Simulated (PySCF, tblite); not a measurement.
**Complex of Li+ and 2 × water**

A gas-phase complex of Li+ and 2 × water; charge +1, singlet. The structure comes from a short search (6 tight-binding starts) and was relaxed by PBE0-D3(BJ)/def2-TZVPD; another way of binding may lie lower. Frequencies by PBE0-D3(BJ)/def2-TZVPD show no clear imaginary mode.

Parts: 1 = Li+ ([Li+]), atoms 1, charge +1; 2 = water (O), atoms 2–4; 3 = water (O), atoms 5–7.

| atom | part | x (Å) | y (Å) | z (Å) |
| --- | --- | --- | --- | --- |
| Li1 | 1 | -0.127 | 1.178 | -0.326 |
| O2 | 2 | -0.351 | 1.672 | 1.449 |
| H3 | 2 | -1.064 | 1.405 | 2.040 |
| H4 | 2 | 0.224 | 2.241 | 1.973 |
| O5 | 3 | 0.126 | 0.623 | -2.078 |
| H6 | 3 | -0.096 | 1.109 | -2.880 |
| H7 | 3 | 0.515 | -0.207 | -2.375 |

Contacts between parts, classed by geometry: Li1···O5 1.856 Å (ion contact); Li1···O2 1.856 Å (ion contact).

Interaction energies are complex less parts, with the parts frozen as they stand in it; counterpoise-corrected, in kcal/mol (PySCF).

(1) Give the interaction energy at each level run.

(2) What holds them together? Decompose the wB97M-D3(BJ)/def2-TZVPD energy: frozen parts, their antisymmetrised product, then relaxation.

(3) Are the pair energies additive?

The parts were also relaxed and run alone, at the levels used for the complex: shieldings by PBE0/pcSseg-2; core levels by delta-SCF with SCAN, pcX-2 on the ionised atom and pcseg-1 elsewhere, spin-free X2C.

Values alone: shielding of Li1 (ppm): 95.2; shielding of O5 (ppm): 329.1; shielding of O2 (ppm): 329.1; O5 1s core level (eV): 539.76.

(4) How do these values change when the complex forms?

(5) What are the binding energy from relaxed parts (wB97M-D3(BJ)/def2-TZVPD), and ΔH and ΔG of association at 298.15 K and 1 atm?

Answers

(1) 
```tsv
level	interaction	superposition error removed
wB97M-D3(BJ)/def2-TZVPD	-65.03	-0.12
PBE0-D3(BJ)/def2-TZVPD	-65.56	-0.11
```

(2) electrostatic -62.1, Pauli repulsion +21.5, orbital relaxation -23.4, dispersion correction -1.2 kcal/mol, which sum to the value before the counterpoise correction; the Pauli term holds the exchange-correlation of the frozen density too. Of the attraction, 72 % is electrostatic, 27 % is orbital relaxation, 1 % is dispersion correction.

(3) The pairs sum to -68.59 kcal/mol (1–2 -35.0, 1–3 -35.0, 2–3 1.4); the rest of +3.56 is a many-body weakening.

(4) 
| property | alone | in the complex | change |
| --- | --- | --- | --- |
| shielding of Li1 (ppm) | 95.2 | 91.1 | -4.1 |
| shielding of O5 (ppm) | 329.1 | 326.0 | -3.1 |
| shielding of O2 (ppm) | 329.1 | 326.0 | -3.1 |
| O5 1s core level (eV) | 539.76 | 545.94 | +6.18 |

(5) -65.00 kcal/mol, -61.07 with zero-point energy; ΔH -62.3 and ΔG -47.6 kcal/mol, from harmonic vibrations by PBE0-D3(BJ)/def2-TZVPD with low modes damped.
